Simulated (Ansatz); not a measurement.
The reference is ZrSe₂ in the CdI2 type structure (space group P-3m1, No. 164; layered, stacked along the Cartesian z axis).

```yaml
crystal:
  lattice:
    - [3.73508, 0.00000, 0.00000]
    - [-1.86754, 3.23468, 0.00000]
    - [0.00000, 0.00000, 6.03154]
  atoms:
    - { symbol: Zr, position: [0.00000, 0.00000, 0.00000] }
    - { symbol: Se, position: [0.33333, 0.66667, 0.26507] }
    - { symbol: Se, position: [0.66667, 0.33333, 0.73493] }
```

All numbers come from Ansatz (a quantum-chemistry and plane-wave program), PBE-D3(BJ), PAW, cutoff 420 eV, without spin-orbit coupling.

Now apply this change: S takes the place of Se on all its sites; the structure is relaxed again.

Measured lattice parameter a: ZrSe2 3.77 Å (temperature not stated; as listed in Torbjörn Björkman, The Journal of Chemical Physics (2014)); ZrS2 3.662 Å (temperature not stated; as listed in Torbjörn Björkman, The Journal of Chemical Physics (2014)).

**Question.** How well does PBE-D3(BJ) reproduce the measured shift?

**Answer.** With PBE-D3(BJ) the lattice parameter a moves by -0.100 Å (3.735 → 3.635) against -0.108 Å measured.

Whether these cells are dynamically stable was not tested. All final runs are without spin polarisation.
